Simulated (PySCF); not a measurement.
Compound: C3H7N2 (charge +1).
SMILES with atom numbers: `[NH2:1]/[CH:2]=[CH:3]\[CH:4]=[NH2+:5]` (hydrogens: H6, H7 on N1; H8 on C2; H9 on C3; H10 on C4; H11, H12 on N5)

Level of theory: CAM-B3LYP/def2-SVP geometry optimisation, gas phase (PySCF).

(1) Give the optimised bond lengths and angles.

Results:

(1) 
```csv
bond,length (pm),order
N1–C2,131.8,single
C2=C3,139.3,double
C3–C4,138.8,single
C4=N5,131.5,double
"N1–H6, N1–H7",101.5,single
C2–H8,109.5,single
C3–H9,109.1,single
C4–H10,109.6,single
N5–H11,101.5,single
N5–H12,101.7,single
```

Bonds in one row agree within 1 pm and their mean is given. Orders are formal, as drawn. A selection of angles:
```csv
angle,degrees
C2–N1–H6,123.7
C2–N1–H7,120.3
H6–N1–H7,116.1
N1–C2–C3,129.3
N1–C2–H8,114.1
C3–C2–H8,116.6
C2–C3–C4,124.5
C2–C3–H9,116.4
C4–C3–H9,119.1
C3–C4–N5,125.0
C3–C4–H10,120.7
N5–C4–H10,114.2
C4–N5–H11,121.6
C4–N5–H12,121.4
H11–N5–H12,117.0
```

Torsions: N1–C2–C3–C4 0° (synperiplanar); C2–C3–C4–N5 180° (antiperiplanar).

The 5 heavy atoms lie in one plane (0.000 Å rms). Of the pairs four or more bonds apart, H6···H10 is among the closest relative to their van der Waals radii: 2.26 Å, 94 % of the sum of Bondi's values. C3 (alkene CH carbon) is planar (angles 124.5°, 119.1° and 116.4°, sum 360.0°, 0.00 Å off the plane of its three neighbours). C2 (vinylic carbon bearing nitrogen) is planar (angles 129.3°, 116.6° and 114.1°, sum 360.0°, 0.00 Å off the plane of its three neighbours). C4 (C=N carbon) is planar (angles 125.0°, 120.7° and 114.2°, sum 360.0°, 0.00 Å off the plane of its three neighbours). N1 (enamine nitrogen) is planar (angles 123.7°, 120.3° and 116.1°, sum 360.0°, 0.00 Å off the plane of its three neighbours). N5 (nitrogen bonded to C and 2 H) is planar (angles 121.6°, 121.4° and 117.0°, sum 360.0°, 0.00 Å off the plane of its three neighbours).

Point group: Cs (tolerance 0.08 Å). No CAM-B3LYP/def2-SVP frequencies stand behind this structure, so it isn't proved a minimum. One conformer (not necessarily the lowest) at the CAM-B3LYP/def2-SVP geometry, without solvent, vibrations or thermal averaging.
